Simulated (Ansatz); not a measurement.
**CH2B (doublet): the correlation ladder, cc-pVTZ**

One table from this session's results is given with a row withheld; the runs are named, their logs left out.

Method: cc-pVTZ, core rule «outside noble gas», up to 2 orbitals frozen; program: Ansatz 0.2.0, Gaussian basis.

Plan: UHF; CCSD(T) on ROHF; CCSD(T) on UHF; BCCD(T) on ROHF; CCSDT(Q) on ROHF; CCSDT(Q) on UHF; CASSCF and MRCISD+Q, 9 electrons in 10 orbitals; CASSCF and NEVPT2, 9 electrons in 10 orbitals.

5 further runs of the same task are left out: 5 set aside as unsound or not needed.

## The geometry

The geometry is a PBE0/def2-TZVP stationary point (not a proven minimum).

4 atoms, charge 0, spin multiplicity 2.

Atoms are counted from 1 here; the program's logs count them from 0.

Bond lengths: B1–C2 1.382 Å, C2–H3 1.086 Å, C2–H4 1.086 Å. Angles: B1–C2–H3 121.6°, B1–C2–H4 121.6°, H3–C2–H4 116.9°.

Geometry (Å):

```
B     0.00000    0.00000    0.82650
C     0.00000    0.00000   -0.55534
H     0.00000   -0.92516   -1.12369
H     0.00000    0.92516   -1.12369
```

Set-up of the first run:

Input file in.yaml:

```yaml
crystal:
  periodic: [false, false, false]
  atoms:
    - {symbol: B, position_ang: [0.000000, 0.000000, 0.826501]}
    - {symbol: C, position_ang: [0.000000, 0.000000, -0.555344]}
    - {symbol: H, position_ang: [0.000000, -0.925158, -1.123694]}
    - {symbol: H, position_ang: [0.000000, 0.925158, -1.123694]}
basis:
  gaussian: {orbitals: cc-pVTZ}
magnetization: {spin_polarized: true, initial_magnetization: 1}
hamiltonian: {xc: hf}
output: {orbitals: {seedname: orbitals}}
```

Run with:

```
$ ansatz run in.yaml --threads 1 --pin off --events-out ev --progress --plain --max-ram 2560MiB --backend cpu
```

Among the steps run: UHF; CCSD(T) on ROHF; CCSD(T) on UHF; BCCD(T) on ROHF; CCSDT(Q) on ROHF; CCSDT(Q) on UHF; CASSCF and MRCISD+Q, 9 electrons in 10 orbitals; CASSCF and NEVPT2, 9 electrons in 10 orbitals.

One table of the session follows, with a row left open; its other results are not shown here.

It belongs to the step «Misses and costs». 

```
          method  from UCCSDT(Q) (meV)
            ROHF               +7220.3
             UHF               +7062.8
            RMP2                +951.4
            UMP2                     ?
           RCCSD                +361.4
           UCCSD                +360.9
        RCCSD(T)                 +41.7
        UCCSD(T)                 +50.0
         BCCD(T)                 +41.1
          RCCSDT                 +19.4
          UCCSDT                 +18.6
       RCCSDT(Q)                  +2.2
       UCCSDT(Q)                     0
  CASSCF valence               +4201.4
  NEVPT2 valence                +847.0
  MRCISD valence                +267.6
MRCISD+Q valence                 +57.5
```

**Question.** Estimate the row for UMP2.

As computed: from UCCSDT(Q) (meV): +1110.8. In the column «from UCCSDT(Q) (meV)» it lies between RMP2 (+951.4) and CASSCF valence (+4201.4).

With the free atoms at the same levels and basis (separate runs), the atomisation energy is 13.119 eV at UCCSDT(Q), 13.105 eV at RCCSD(T), 13.094 eV at UCCSD(T), 10.386 eV at ROHF.

Caveats from the session: Restricted and unrestricted rows rest on different reference determinants; where their highest levels disagree by more than a few hundredths of an eV, they describe different states and don't form one ladder.
